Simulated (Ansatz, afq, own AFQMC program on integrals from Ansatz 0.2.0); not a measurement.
# Si2Ge2H8, singlet in def2-SVP, levels against AFQMC with the constraint released

```xyz
12

Si   -1.3866    0.3687   -0.9237
Ge   -0.9258    0.1093    1.4334
Si    1.3873   -0.3657    0.9239
Ge    0.9253   -0.1118   -1.4336
H    -2.3589   -0.6266   -1.4749
H    -1.8309    1.7429   -1.3164
H    -1.6825   -1.0527    2.1073
H    -1.1469    1.3839    2.2720
H     1.8368   -1.7372    1.3198
H     2.3561    0.6346    1.4725
H     1.1418   -1.3906   -2.2671
H     1.6844    1.0452   -2.1132
```

Basis def2-SVP. Only valence electrons are correlated. Integrals, coupled cluster, full CI and functionals: Ansatz 0.2.0; the random walks run on the same integrals in our own AFQMC program. The CISD trial takes its coefficients from CCSD amplitudes. Released means that phaseless walkers are propagated on without the constraint, phases kept. Error bars are statistical, one sigma. No spin–orbit coupling.

Determinant: RHF, the one that the program's search chose, which needn't be the lowest solution. The geometry is a PBE0/def2-SVP stationary point of this or a neighbouring charge and spin state.

No full CI on the walks' own integrals is used here. The released AFQMC energy serves as the reference, which it does only where one determinant dominates, the energy is flat over the last release times and near the phaseless one (40 meV or 2 meV an electron, half that with transition metals). On small molecules, where full CI could be run and the noise was under 10 meV, such values lay within 10 meV of it in 19 cases of 20, a flattering rate, since the rule was set on those same cases; what remains of the bias isn't in the error bar.

Cautions: no relativity below Rb; no spin-orbit coupling; inner d shell frozen; the released value is read at 0.90 1/Eh with a noise of 11 meV, more than in the cases checked (meV from the phaseless value at times in 1/Eh: 0 ± 8 at 0.21, -10 ± 10 at 0.42, -9 ± 12 at 0.63, -4 ± 11 at 0.90).

* T1 diagnostic: 0.0128
* weight of the determinant in the CISD state: 0.772
* size of the correlated space: 24 electrons in 102 orbitals

Reference: AFQMC with the constraint released, correlation energy -13.093 ± 0.011 eV.

```tsv
level	E − E(reference) (kJ/mol)	share of correlation (%)
HF	1263.3 ± 1.1	0.00
MP2	245.0 ± 1.1	80.60
CCSD	46.9 ± 1.1	96.29
CCSD(T)	7.1 ± 1.1	99.44
ph-AFQMC/HF	-8.3 ± 3.8	100.66
ph-AFQMC/CISD	0.4 ± 1.4	99.97
```

Released energies are given only where the last usable release times agree within the noise; a slower fall can still hide under it.
